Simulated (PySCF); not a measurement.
Consider `CC(C)N` (C3H9N). Optimised structure (Å), atoms numbered from 1:
```
C    -0.6550    1.1719    0.3675
C    -0.0539   -0.0237   -0.3556
C     1.3345   -0.3528    0.1715
N    -0.9188   -1.1777   -0.1625
H    -0.0233    2.0657    0.2533
H    -0.7632    0.9493    1.4405
H    -1.6539    1.4162   -0.0287
H     0.0547    0.2559   -1.4281
H     1.7662   -1.2171   -0.3589
H     1.2824   -0.6065    1.2418
H     2.0227    0.4959    0.0415
H    -0.5570   -1.9799   -0.6752
H    -1.8455   -0.9915   -0.5418
```

Energies: ωB97X-D3(BJ)/ma-def2-TZVP (PySCF, density fitting, integration grid level 2) on PBE0-D3(BJ)/def2-SVP structures. ωB97X-D3(BJ) is ωB97X-V with D3(BJ) in place of VV10. Thermal corrections: PBE0-D3(BJ)/def2-SVP frequencies, unscaled, ideal gas at 298.15 K and 1 bar, quasi-RRHO entropy.

**Question.** What are the vertical and the adiabatic ionisation energy for forming the radical cation?

**Answer.** 9.48 eV vertical and 8.67 eV adiabatic, the latter with zero-point energy.

**Question.** Where does the unpaired spin of the relaxed radical cation sit?

**Answer.** N4 (amine nitrogen) 0.84, H (on C2) 0.13 (intrinsic atomic orbital populations).

**Question.** How far is −ε(HOMO) from the vertical value by ΔSCF?

**Answer.** −ε(HOMO) = 9.47 eV, which is 0.01 eV below the ΔSCF value.
